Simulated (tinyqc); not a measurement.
ROHF in the sto-6g basis, for H2O+, spin multiplicity 2, step by step. One step of it, computed by the program tinyqc.

Question. Iteration 1: building the Fock matrix. J_ij = sum D_kl (ij|kl) with D = D(alpha) + D(beta), K_ij = sum D_kl (ik|jl) for each spin; F = H + J - K(s); E = tr D H + tr D J / 2 - 0.5 sum_s tr D(s) K(s) + E_nn.

D(alpha) at the start, lower triangle:
```
            1O 1s      1O 2s    1O 2px     1O 2py    1O 2pz     2H 1s     3H 1s
1O 1s    1.069341
1O 2s   -0.242735   1.052323
1O 2px   0.000000   0.000000  0.653735
1O 2py   0.000000   0.000000  0.000000   0.611209
1O 2pz   0.005779  -0.031745  0.000000   0.000000  0.621291
2H 1s   -0.006264   0.026837  0.000000   0.054953  0.039261  0.495377
3H 1s   -0.006264   0.026837  0.000000  -0.054953  0.039261  0.028366  0.495377
```

D(beta) at the start, lower triangle:
```
            1O 1s      1O 2s    1O 2px     1O 2py    1O 2pz     2H 1s     3H 1s
1O 1s    0.855473
1O 2s   -0.194188   0.841858
1O 2px   0.000000   0.000000  0.522988
1O 2py   0.000000   0.000000  0.000000   0.488967
1O 2pz   0.004623  -0.025396  0.000000   0.000000  0.497033
2H 1s   -0.005011   0.021469  0.000000   0.043963  0.031409  0.396301
3H 1s   -0.005011   0.021469  0.000000  -0.043963  0.031409  0.022692  0.396301
```

core Hamiltonian H = T + V (hartree), lower triangle:
```
             1O 1s      1O 2s     1O 2px     1O 2py     1O 2pz      2H 1s      3H 1s
1O 1s   -32.763693
1O 2s    -7.239751  -8.988768
1O 2px    0.000000   0.000000  -7.258548
1O 2py    0.000000   0.000000   0.000000  -7.323748
1O 2pz   -0.012791  -0.150841   0.000000   0.000000  -7.316749
2H 1s    -0.846838  -2.127390   0.000000  -1.192831  -1.163042  -4.053137
3H 1s    -0.846838  -2.127390   0.000000   1.192831  -1.163042  -0.799718  -4.053137
```

Two-electron integrals (ij|kl) in chemists' order, unique and non-zero (hartree):
```
(11|11) 4.787491    (21|11) 0.675884    (21|21) 0.121505    (22|11) 1.117379
(22|21) 0.249212    (22|22) 0.817383    (31|31) 0.025762    (32|31) 0.039145
(32|32) 0.180664    (33|11) 1.117381    (33|21) 0.249212    (33|22) 0.817382
(33|33) 0.880663    (41|41) 0.025762    (42|41) 0.039145    (42|42) 0.180664
(43|43) 0.047461    (44|11) 1.117381    (44|21) 0.249212    (44|22) 0.817382
(44|33) 0.785741    (44|44) 0.880663    (51|51) 0.025762    (52|51) 0.039145
(52|52) 0.180664    (53|53) 0.047461    (54|54) 0.047461    (55|11) 1.117381
(55|21) 0.249212    (55|22) 0.817382    (55|33) 0.785741    (55|44) 0.785741
(55|55) 0.880663    (61|11) 0.083411    (61|21) 0.014389    (61|22) 0.028924
(61|33) 0.028863    (61|41) 0.000513    (61|42) 0.001010    (61|44) 0.028959
(61|51) 0.000485    (61|52) 0.000954    (61|54) 0.000091    (61|55) 0.028949
(61|61) 0.001737    (62|11) 0.228507    (62|21) 0.051804    (62|22) 0.191458
(62|33) 0.188142    (62|41) 0.003029    (62|42) 0.023506    (62|44) 0.193398
(62|51) 0.002862    (62|52) 0.022208    (62|54) 0.004966    (62|55) 0.192834
(62|61) 0.006185    (62|62) 0.059020    (63|31) 0.005404    (63|32) 0.031546
(63|43) 0.004714    (63|53) 0.004454    (63|63) 0.007771    (64|11) 0.129019
(64|21) 0.029632    (64|22) 0.116675    (64|33) 0.111664    (64|41) 0.006864
(64|42) 0.044620    (64|44) 0.124053    (64|51) 0.001380    (64|52) 0.012353
(64|54) 0.007252    (64|55) 0.114307    (64|61) 0.003677    (64|62) 0.043682
(64|64) 0.039654    (65|11) 0.121898    (65|21) 0.027996    (65|22) 0.110235
(65|33) 0.105501    (65|41) 0.001380    (65|42) 0.012353    (65|44) 0.108298
(65|51) 0.006708    (65|52) 0.043216    (65|54) 0.007357    (65|55) 0.116906
(65|61) 0.003474    (65|62) 0.041271    (65|64) 0.030123    (65|65) 0.036232
(66|11) 0.411829    (66|21) 0.095065    (66|22) 0.403860    (66|33) 0.389420
(66|41) 0.006275    (66|42) 0.068704    (66|44) 0.412308    (66|51) 0.005929
(66|52) 0.064912    (66|54) 0.021624    (66|55) 0.409851    (66|61) 0.011417
(66|62) 0.168149    (66|64) 0.141421    (66|65) 0.133615    (66|66) 0.774999
(71|11) 0.083411    (71|21) 0.014389    (71|22) 0.028924    (71|33) 0.028863
(71|41) -0.000513   (71|42) -0.001010   (71|44) 0.028959    (71|51) 0.000485
(71|52) 0.000954    (71|54) -0.000091   (71|55) 0.028949    (71|61) 0.001714
(71|62) 0.006003    (71|64) 0.003287    (71|65) 0.003377    (71|66) 0.011015
(71|71) 0.001737    (72|11) 0.228507    (72|21) 0.051804    (72|22) 0.191458
(72|33) 0.188142    (72|41) -0.003029   (72|42) -0.023506   (72|44) 0.193398
(72|51) 0.002862    (72|52) 0.022208    (72|54) -0.004966   (72|55) 0.192834
(72|61) 0.006003    (72|62) 0.047256    (72|64) 0.024429    (72|65) 0.032229
(72|66) 0.108485    (72|71) 0.006185    (72|72) 0.059020    (73|31) 0.005404
(73|32) 0.031546    (73|43) -0.004714   (73|53) 0.004454    (73|63) 0.006005
(73|73) 0.007771    (74|11) -0.129019   (74|21) -0.029632   (74|22) -0.116675
(74|33) -0.111664   (74|41) 0.006864    (74|42) 0.044620    (74|44) -0.124053
(74|51) -0.001380   (74|52) -0.012353   (74|54) 0.007252    (74|55) -0.114307
(74|61) -0.003287   (74|62) -0.024429   (74|64) -0.007075   (74|65) -0.016353
(74|66) -0.052116   (74|71) -0.003677   (74|72) -0.043682   (74|74) 0.039654
(75|11) 0.121898    (75|21) 0.027996    (75|22) 0.110235    (75|33) 0.105501
(75|41) -0.001380   (75|42) -0.012353   (75|44) 0.108298    (75|51) 0.006708
(75|52) 0.043216    (75|54) -0.007357   (75|55) 0.116906    (75|61) 0.003377
(75|62) 0.032229    (75|64) 0.016353    (75|65) 0.027591    (75|66) 0.080290
(75|71) 0.003474    (75|72) 0.041271    (75|74) -0.030123   (75|75) 0.036232
(76|11) 0.076883    (76|21) 0.017654    (76|22) 0.071986    (76|33) 0.070145
(76|44) 0.071218    (76|51) 0.001418    (76|52) 0.013667    (76|55) 0.074596
(76|61) 0.002091    (76|62) 0.023167    (76|64) 0.014948    (76|65) 0.018213
(76|66) 0.073899    (76|71) 0.002091    (76|72) 0.023167    (76|74) -0.014948
(76|75) 0.018213    (76|76) 0.012190    (77|11) 0.411829    (77|21) 0.095065
(77|22) 0.403860    (77|33) 0.389420    (77|41) -0.006275   (77|42) -0.068704
(77|44) 0.412308    (77|51) 0.005929    (77|52) 0.064912    (77|54) -0.021624
(77|55) 0.409851    (77|61) 0.011015    (77|62) 0.108485    (77|64) 0.052116
(77|65) 0.080290    (77|66) 0.284637    (77|71) 0.011417    (77|72) 0.168149
(77|74) -0.141421   (77|75) 0.133615    (77|76) 0.073899    (77|77) 0.774999
```

nuclear repulsion = 6.94694901 hartree

Give: Coulomb J; exchange K(alpha); exchange K(beta); F(alpha); F(beta); total energy of this density.

Answer.

Coulomb J (hartree), lower triangle:
```
         1O 1s  1O 2s  1O 2px  1O 2py  1O 2pz  2H 1s  3H 1s
1O 1s   15.403
1O 2s    2.713  7.097
1O 2px   0.000  0.000   7.071
1O 2py   0.000  0.000   0.000   7.112
1O 2pz   0.010  0.119   0.000   0.000   7.108
2H 1s    0.325  1.687   0.000   1.034   1.006  3.885
3H 1s    0.325  1.687   0.000  -1.034   1.006  0.660  3.885
```

exchange K(alpha) (hartree), lower triangle:
```
        1O 1s  1O 2s  1O 2px  1O 2py  1O 2pz  2H 1s  3H 1s
1O 1s   4.969
1O 2s   0.767  1.299
1O 2px  0.000  0.000   0.846
1O 2py  0.000  0.000   0.000   0.869
1O 2pz  0.004  0.040   0.000   0.000   0.868
2H 1s   0.105  0.392   0.000   0.194   0.201  0.540
3H 1s   0.105  0.392   0.000  -0.194   0.201  0.156  0.540
```

exchange K(beta) (hartree), lower triangle:
```
        1O 1s  1O 2s  1O 2px  1O 2py  1O 2pz  2H 1s  3H 1s
1O 1s   3.975
1O 2s   0.613  1.039
1O 2px  0.000  0.000   0.677
1O 2py  0.000  0.000   0.000   0.695
1O 2pz  0.003  0.032   0.000   0.000   0.694
2H 1s   0.084  0.314   0.000   0.155   0.161  0.432
3H 1s   0.084  0.314   0.000  -0.155   0.161  0.124  0.432
```

F(alpha) (hartree), lower triangle:
```
          1O 1s   1O 2s  1O 2px  1O 2py  1O 2pz   2H 1s   3H 1s
1O 1s   -22.330
1O 2s    -5.293  -3.191
1O 2px    0.000   0.000  -1.033
1O 2py    0.000   0.000   0.000  -1.081
1O 2pz   -0.007  -0.072   0.000   0.000  -1.077
2H 1s    -0.627  -0.832   0.000  -0.353  -0.358  -0.709
3H 1s    -0.627  -0.832   0.000   0.353  -0.358  -0.295  -0.709
```

F(beta) (hartree), lower triangle:
```
          1O 1s   1O 2s  1O 2px  1O 2py  1O 2pz   2H 1s   3H 1s
1O 1s   -21.336
1O 2s    -5.140  -2.931
1O 2px    0.000   0.000  -0.864
1O 2py    0.000   0.000   0.000  -0.907
1O 2pz   -0.006  -0.064   0.000   0.000  -0.903
2H 1s    -0.606  -0.754   0.000  -0.314  -0.318  -0.601
3H 1s    -0.606  -0.754   0.000   0.314  -0.318  -0.264  -0.601
```

total energy of this density = -70.70595 hartree

This density is the starting one; it is not idempotent, so its energy is not variational and may lie below the converged one.
